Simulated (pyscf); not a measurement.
`[SiH3][Se][SiH3]` + `[H]` [doublet] → `[SiH4]` + `[SiH3][Se]` [doublet] (substitution at Si; doublet surface; Se–Si broken, H–Si formed). PySCF, gas phase, ωB97X-D3(BJ)/def2-SVP geometries. Rate constants from transition-state theory, ωB97M-D3(BJ)/def2-TZVP energies (ideal gas, 1 atm, RRHO with modes under 100 cm⁻¹ raised to 100, one conformer, R ln 2 for chiral ones without a mode under 150 cm⁻¹; no tunnelling), k in cm³ molecule⁻¹ s⁻¹.

```
T (K)  1000/T  log10 k
-----  ------  -------
298     3.354   -16.01
600     1.667   -13.14
900     1.111        ?
1200    0.833   -11.54
```

Fit an Arrhenius line to the three values, give the activation energy, and predict k at 900 K.

Least squares gives log10 k = -10.12 − 1.76 × 1000/T, so Ea = 1.76 × ln 10 × 1.987 = 8.1 kcal/mol, against an electronic barrier of 6.1. At 900 K the line gives -12.08; the computed value is -12.11 (ΔG‡ = 26.6 kcal/mol), close to the line. One saddle was located; it need not be the lowest between these sides. The angle at the attacked Si is 160°. Elements up to Kr have no core potential and no relativistic terms here.
